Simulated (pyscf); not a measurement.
H₂N–SiH₂–SiH(SiH₃)–SiH₃ + H₂ -> H₃Si–SiH(SiH₃)–SiH₃ + NH₃, a four-centre exchange (singlet surface; N–Si, H–H broken, H–Si, H–N formed). Structures and frequencies: ωB97X-D3(BJ)/def2-SVP in PySCF. Energies in eV from the separated reactants.

Small-basis levels: PySCF, no dispersion term, spherical d functions. 

Task: Quick BP86/6-31G* single points give ΔE‡ = 1.88 eV and ΔE = +0.15 eV. What does ωB97M-D3(BJ)/def2-TZVP give, and how far is the quick result from it?

Result: ωB97M-D3(BJ)/def2-TZVP gives ΔE‡ = 2.05 eV and ΔE = +0.19 eV. BP86/6-31G* lies 0.17 eV under it in the barrier and 0.04 eV under it in the reaction energy, so on this step it does not hold to within 0.13 eV. ωB97M-D3(BJ)/def2-TZVP has limits of its own. On the product side the descent ends in a complex (not fully relaxed), 0.21 eV under the separated species and 2.09 eV under the saddle at ωB97X-D3(BJ)/def2-TZVP. At the saddle there is also a short H–Si contact that neither side keeps. H₂N–SiH₂–SiH(SiH₃)–SiH₃ lies 0.41 eV over its isomer H₃Si–NH–SiH(SiH₃)–SiH₃ (electronic energy, ωB97M-D3(BJ)/def2-TZVP). One saddle was located; it need not be the lowest between these sides.
